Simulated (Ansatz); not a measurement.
**C₃H₄F₂ (SMILES FC1(F)CC1): single points off equilibrium**

The task here is to estimate one member of a computed series from the others.

Program: Ansatz 0.2.0, Gaussian basis. Level of theory: single points in def2-TZVPP. These are calculated values, not measurements.

Cores are frozen in the correlated methods.

### Starting geometry

SMILES `FC1(F)CC1`, 9 atoms, charge 0, spin multiplicity 1.

Atoms are counted from 1 here; the program's logs count them from 0.

Bond lengths: F1–C2 1.438 Å, C2–F3 1.396 Å, C2–C4 1.633 Å, C2–C5 1.535 Å, C4–C5 1.604 Å, C4–H6 1.094 Å, C4–H7 1.034 Å, C5–H8 1.129 Å, C5–H9 1.111 Å. Angles: F1–C2–F3 108.9°, F1–C2–C4 116.7°, F1–C2–C5 124.5°, F3–C2–C4 117.1°, F3–C2–C5 120.7°, C4–C2–C5 60.8°, C2–C4–C5 56.6°, C2–C4–H6 118.3°, C2–C4–H7 117.4°, C5–C4–H6 119.3°, C5–C4–H7 114.4°, H6–C4–H7 117.0°, C2–C5–C4 62.6°, C2–C5–H8 120.6°, C2–C5–H9 110.9°, C4–C5–H8 119.2°, C4–C5–H9 112.4°, H8–C5–H9 118.7°.

Geometry (Å):

```mol
C3H4F2
  3D, bonds by distance, orders not assigned

  9  9  0  0  0  0  0  0  0  0999 V2000
    1.7744   -0.8673    0.5263 F   0  0
    0.5674   -0.5949   -0.2058 C   0  0
    0.6276   -1.2496   -1.4378 F   0  0
    0.0430    0.9515   -0.2089 C   0  0
   -0.7840   -0.2606    0.4397 C   0  0
    0.5427    1.6707    0.4475 H   0  0
   -0.3549    1.3173   -1.0909 H   0  0
   -1.7497   -0.5906   -0.0438 H   0  0
   -0.7093   -0.2794    1.5482 H   0  0
  1  2  8  0
  2  3  8  0
  2  4  8  0
  2  5  8  0
  4  5  8  0
  4  6  8  0
  4  7  8  0
  5  8  8  0
  5  9  8  0
M  END
```

The first run:

Input file run/in.yaml:

```yaml
crystal:
  periodic: [false, false, false]
  atoms:
    - {symbol: F, position_ang: [1.774400, -0.867300, 0.526300]}
    - {symbol: C, position_ang: [0.567400, -0.594900, -0.205800]}
    - {symbol: F, position_ang: [0.627600, -1.249600, -1.437800]}
    - {symbol: C, position_ang: [0.043000, 0.951500, -0.208900]}
    - {symbol: C, position_ang: [-0.784000, -0.260600, 0.439700]}
    - {symbol: H, position_ang: [0.542700, 1.670700, 0.447500]}
    - {symbol: H, position_ang: [-0.354900, 1.317300, -1.090900]}
    - {symbol: H, position_ang: [-1.749700, -0.590600, -0.043800]}
    - {symbol: H, position_ang: [-0.709300, -0.279400, 1.548200]}
basis:
  gaussian: {orbitals: def2-TZVPP}
correlation: {method: ccsd_t}
```

The command line of these runs was not kept.

Among the steps run: CCSD(T)/def2-TZVPP; PBE0-D4/def2-TZVPP; wB97M-V/def2-TZVPP; r2SCAN-D4/def2-TZVPP; PBE-D4/def2-TZVPP; B97M-V/def2-TZVPP; wB97X-V/def2-TZVPP.

One table of the session follows, with a row left open; its other results are not shown here.

| method | RMS force component (eV/Å) | dipole (D) |
| --- | --- | --- |
| PBE0-D4 | 1.477 | 2.64 |
| wB97M-V | 1.422 | 2.65 |
| r2SCAN-D4 | ? | ? |
| PBE-D4 | 1.285 | 2.46 |
| B97M-V | 1.446 | 2.54 |
| wB97X-V | 1.458 | 2.68 |

Q: Estimate the row for r2SCAN-D4 from the others.

As computed: RMS force component (eV/Å): 1.369; dipole (D): 2.58. In the column «RMS force component (eV/Å)» it lies between PBE-D4 (1.285) and wB97M-V (1.422).
